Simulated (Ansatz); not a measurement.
```yaml
crystal:
  periodic: [false, false, false]
  atoms:
    - {symbol: C, position_ang: [0.000000, 0.000000, -1.835127]}
    - {symbol: Si, position_ang: [0.000000, 0.000000, -0.079155]}
    - {symbol: S, position_ang: [0.000000, 0.000000, 1.914282]}
basis:
  gaussian: {orbitals: def2-TZVP}
magnetization: {spin_polarized: true, initial_magnetization: 2}
hamiltonian: {xc: pbe0}
relax: {f_tol: 0.004, max_steps: 80}
```

```sh
$ ansatz run in.yaml --threads 1 --pin off --events-out ev --progress --plain --max-ram 2176MiB
```

Steps of the relaxation (energy above the last step; positions in Å, forces in eV/Å):

```
3
step 1, 103.5 meV
C     0.000    0.000   -1.835    0.000    0.000   -1.395
Si    0.000    0.000   -0.079    0.000    0.000    3.138
S     0.000    0.000    1.914    0.000    0.000   -1.743
```

```
3
step 2, 17.7 meV
C     0.000    0.000   -1.826    0.000    0.000   -0.770
Si    0.000    0.000   -0.042    0.000    0.000    0.227
S     0.000    0.000    1.868    0.000    0.000    0.543
```

```
3
step 3, 0.5 meV
C     0.000    0.000   -1.850    0.000    0.000   -0.142
Si    0.000    0.000   -0.038    0.000    0.000    0.117
S     0.000    0.000    1.888    0.000    0.000    0.025
```

```
3
step 4, 0.0 meV
C     0.000    0.000   -1.855    0.000    0.000   -0.005
Si    0.000    0.000   -0.036    0.000    0.000    0.004
S     0.000    0.000    1.891    0.000    0.000    0.001
```

```
3
step 6, 0.0 meV
C     0.000    0.000   -1.855    0.000    0.000    0.000
Si    0.000    0.000   -0.036    0.000    0.000    0.000
S     0.000    0.000    1.891    0.000    0.000    0.000
```

Close pairs at the end: C1–Si2 1.819 Å, Si2–S3 1.926 Å.

A stationary point of unrestricted PBE0 after 6 steps, with ⟨S²⟩ = 2.010 against 2.00 for a pure state; no frequencies were run, so it isn't proven a minimum. 45 s on 1 thread of Arm Neoverse N1, shared host.
